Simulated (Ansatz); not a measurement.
# C2H3ClO (singlet): wave-function methods side by side, cc-pV(D+d)Z

How much of the correlation energy of C2H3ClO (singlet) does each wave-function method recover here?

The runs use Ansatz 0.2.0, Gaussian basis; cc-pV(D+d)Z, core rule «outside noble gas», up to 8 orbitals frozen.

The runs, in order: UHF; CCSD(T) on RHF; BCCD(T) on RHF; CISD; CCSDT(Q) on RHF; CASSCF and MRCISD+Q, 8 electrons in 8 orbitals; CASSCF and NEVPT4(SD), 8 electrons in 8 orbitals; CASSCF and NEVPT2, 8 electrons in 8 orbitals.

15 further runs of the same task are left out: 1 that didn't finish, 14 set aside as unsound or not needed.

## Step 1: The geometry

The geometry is an MP2(full)/6-31G* stationary point (not a proven minimum).

7 atoms, charge 0, spin multiplicity 1.

Atoms are counted from 1 here; the program's logs count them from 0.

Bond lengths: C1–C2 1.498 Å, C1–Cl3 1.800 Å, C1–O4 1.200 Å, C2–H5 1.090 Å, C2–H6 1.092 Å, C2–H7 1.092 Å. Angles: C2–C1–Cl3 111.9°, C2–C1–O4 127.4°, Cl3–C1–O4 120.6°, C1–C2–H5 108.8°, C1–C2–H6 109.6°, C1–C2–H7 109.6°, H5–C2–H6 110.5°, H5–C2–H7 110.5°, H6–C2–H7 107.9°.

## Step 2: UHF

in.yaml

```yaml
crystal:
  periodic: [false, false, false]
  atoms:
    - {symbol: C, position_ang: [0.078136, 0.574889, 0.000000]}
    - {symbol: C, position_ang: [1.564211, 0.767388, 0.000000]}
    - {symbol: Cl, position_ang: [-0.374150, -1.166988, 0.000000]}
    - {symbol: O, position_ang: [-0.767403, 1.425951, 0.000000]}
    - {symbol: H, position_ang: [1.779163, 1.835804, 0.000000]}
    - {symbol: H, position_ang: [1.995983, 0.291078, 0.882679]}
    - {symbol: H, position_ang: [1.995983, 0.291078, -0.882679]}
basis:
  gaussian: {orbitals: "cc-pV(D+d)Z.json"}
magnetization: {spin_polarized: true, initial_magnetization: 0}
hamiltonian: {xc: hf}
output: {orbitals: {seedname: orbitals}}
```

Command:

```console
$ ansatz run in.yaml --threads 1 --pin off --events-out ev --progress --plain --max-ram 4096MiB --backend cpu
```

Further steps of the session: CCSD(T) on RHF; BCCD(T) on RHF; CISD; CCSDT(Q) on RHF; CASSCF and MRCISD+Q, 8 electrons in 8 orbitals; CASSCF and NEVPT4(SD), 8 electrons in 8 orbitals; CASSCF and NEVPT2, 8 electrons in 8 orbitals.

Before running them: what should the planned runs give, taken together? Wanted: RCCSDT(Q) below the RHF energy; RMP2 from RCCSDT(Q); RCCSD from RCCSDT(Q); RCCSD(T) from RCCSDT(Q); NEVPT2 frontier from RCCSDT(Q); NEVPT4(SD) frontier from RCCSDT(Q); MRCISD+Q frontier from RCCSDT(Q); T1 diagnostic.

**Answer**, as computed:

```
                          quantity        value
    RCCSDT(Q) below the RHF energy  -17.7116 eV
               RMP2 from RCCSDT(Q)  +1484.5 meV
              RCCSD from RCCSDT(Q)   +640.6 meV
           RCCSD(T) from RCCSDT(Q)    +73.7 meV
    NEVPT2 frontier from RCCSDT(Q)  +2137.3 meV
NEVPT4(SD) frontier from RCCSDT(Q)   +258.9 meV
  MRCISD+Q frontier from RCCSDT(Q)   +347.3 meV
 levels within 1 kcal/mol (43 meV)         none
                     T1 diagnostic        0.015
```

RCCSD(T) misses by +73.7 meV, 0.4 % of the correlation energy. Of the multireference levels listed NEVPT4(SD) frontier comes nearest in total energy (+258.9 meV), which doesn't show that its space is the better one. These misses are within one basis, not against nature.
